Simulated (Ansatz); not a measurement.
```yaml
crystal:
  periodic: [false, false, false]
  atoms:
    - {symbol: O, position_ang: [-1.591438, -0.127053, -0.001661]}
    - {symbol: N, position_ang: [-0.344737, 0.470477, 0.004004]}
    - {symbol: P, position_ang: [1.050454, -0.166739, -0.001100]}
    - {symbol: H, position_ang: [-2.228125, 0.602700, 0.004515]}
basis:
  gaussian: {orbitals: def2-TZVP}
magnetization: {spin_polarized: true, initial_magnetization: 1}
hamiltonian: {xc: pbe0}
relax: {f_tol: 0.004, max_steps: 80}
```

```sh
$ ansatz run in.yaml --threads 1 --pin off --events-out ev --progress --plain --max-ram 2176MiB
```

Steps of the relaxation (energy above the last step; positions in Å, forces in eV/Å):

```
4
step 1, 33.3 meV
O    -1.591   -0.127   -0.002    0.544   -0.018    0.000
N    -0.345    0.470    0.004   -1.619    0.511    0.004
P     1.050   -0.167   -0.001    0.741   -0.520   -0.004
H    -2.228    0.603    0.005    0.334    0.027    0.000
```

```
4
step 2, 12.2 meV
O    -1.586   -0.132   -0.002    0.311   -0.002    0.000
N    -0.358    0.477    0.004   -0.906    0.356    0.003
P     1.043   -0.168   -0.001    0.490   -0.354   -0.003
H    -2.213    0.603    0.005    0.104    0.000    0.000
```

```
4
step 3, 1.5 meV
O    -1.578   -0.133   -0.002    0.054   -0.045    0.000
N    -0.369    0.492    0.004    0.074    0.082    0.001
P     1.040   -0.177   -0.001   -0.091   -0.030    0.000
H    -2.207    0.598    0.004   -0.036   -0.007    0.000
```

```
4
step 6, 0.0 meV
O    -1.570   -0.131   -0.002   -0.003    0.000    0.000
N    -0.365    0.507    0.004    0.001    0.001    0.000
P     1.033   -0.187   -0.001    0.000    0.000    0.000
H    -2.211    0.590    0.004    0.002   -0.001    0.000
```

Close pairs at the end: O1–H4 0.965 Å, O1–N2 1.363 Å, N2–P3 1.561 Å.

A stationary point of unrestricted PBE0 after 6 steps, with ⟨S²⟩ = 0.762 against 0.75 for a pure state; no frequencies were run, so it isn't proven a minimum. 22 s on 1 thread of Arm Neoverse V2, shared host.
